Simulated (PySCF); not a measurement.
Record of a relaxation.

N2O.
Atom-mapped SMILES: `[N:1]#[N+:2][O-:3]`
Bond orders are those of one Lewis drawing.

Computed by this run: PBE0-D3(BJ)/def2-SVP geometry optimisation, gas phase in PySCF; density fitting, grid level 1; the optimiser is geomeTRIC in internal coordinates, started from a GFN2-xTB structure with every atom displaced at random (about 0.01 Å). The frame can shift and turn from step to step; on so coarse a grid that alone can change the energy by a few meV, and forces under 0.02 eV/Å are noise.

Step 0: E = -5015.5603 eV, largest atomic force 7.579 eV/Å
```
atom  x, y, z in Å  |  force x, y, z in eV/Å
N1     -1.096    0.077   -0.002   -7.579  -0.059   0.033
N2     -0.017    0.098   -0.006    3.265  -0.034  -0.014
O3      1.119    0.100   -0.011    4.314   0.093  -0.019
```

Step 1: E = -5015.7974 eV, largest atomic force 0.956 eV/Å
```
atom  x, y, z in Å  |  force x, y, z in eV/Å
N1     -0.777    0.389    0.065    0.953   0.066  -0.010
N2      0.355    0.422    0.054   -0.331  -0.090   0.004
O3      1.534    0.445    0.042   -0.623   0.024   0.006
```

Step 2: E = -5015.8024 eV, largest atomic force 0.286 eV/Å
```
atom  x, y, z in Å  |  force x, y, z in eV/Å
N1     -0.772    0.390    0.065    0.285   0.021  -0.003
N2      0.355    0.419    0.054   -0.090  -0.030   0.001
O3      1.530    0.446    0.042   -0.195   0.009   0.002
```

Step 3: E = -5015.8029 eV, largest atomic force under 0.02 eV/Å
```
atom  x, y, z in Å  |  force x, y, z in eV/Å
N1     -0.770    0.390    0.066   -0.011   0.000   0.000
N2      0.355    0.418    0.054    0.009  -0.001   0.000
O3      1.528    0.447    0.042    0.002   0.001   0.000
```

Step 4: E = -5015.8029 eV, largest atomic force under 0.02 eV/Å
```
atom  x, y, z in Å  |  force x, y, z in eV/Å
N1     -0.770    0.390    0.066   -0.002   0.000   0.000
N2      0.355    0.418    0.054    0.003  -0.001   0.000
O3      1.528    0.447    0.042   -0.001   0.000   0.000
```

Task: Summarise the path.

Result: The energy falls by 5.59 kcal/mol from step 0 to step 4; nine tenths of that is first reached at step 1. It falls at every step. The largest force goes from 7.579 to under 0.02 eV/Å. Among the bonds N1≡N2 changes most, from 1.080 to 1.126 Å; the atoms move by 0.034 Å rms after alignment.

Task: Follow the energy, the force and the coordinates that change most from start to end.

Result: 
```tsv
step	E above end (kcal/mol)	largest force (eV/Å)	N1≡N2 (Å)	N2–O3 (Å)	N1–N2–O3 (°)
0	5.59	7.579	1.080	1.136	179.0
1	0.13	0.956	1.133	1.179	179.4
2	0.01	0.286	1.128	1.175	179.8
3	0.00	under 0.02	1.126	1.173	180.0
4	0.00	under 0.02	1.126	1.173	180.0
```

What follows is the cost of the whole optimisation. The run took 2.1 s of wall time on one thread of an Arm Neoverse V1, shared host, and the process peaked at 0.25 GiB of memory.
